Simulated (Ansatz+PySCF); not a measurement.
**doublet N₂H: levels of theory in one basis**

```
atom    x (Å)   y (Å)    z (Å)
   N  -0.0053  0.0058   0.0062
   N   1.1863  0.0053   0.0025
   H   1.6355  0.9371  -0.0033
```

Basis set: cc-pVTZ (spherical functions). Frozen core: 2 orbitals. Correlation on ROHF uses semicanonical orbitals with singles. Charge 0, multiplicity 2.

Computed with Ansatz (development build ahead of 0.2.0) and PySCF 2.14.0; each method stands on the lowest determinant of its kind that the runs found.

```csv
method,E − E(ROHF) (eV),<S²> of the determinant
ROHF,0.00,0.75
UHF,-0.27,0.91
ROHF-MP2,-10.30,–
```

What does UHF-MP2 give on the same scale?

-9.88 eV.

Caution for UHF, UHF-MP2: the unrestricted determinant is spin contaminated. Caution for ROHF-MP2, UHF-MP2: forces differ strongly between restricted and unrestricted references.
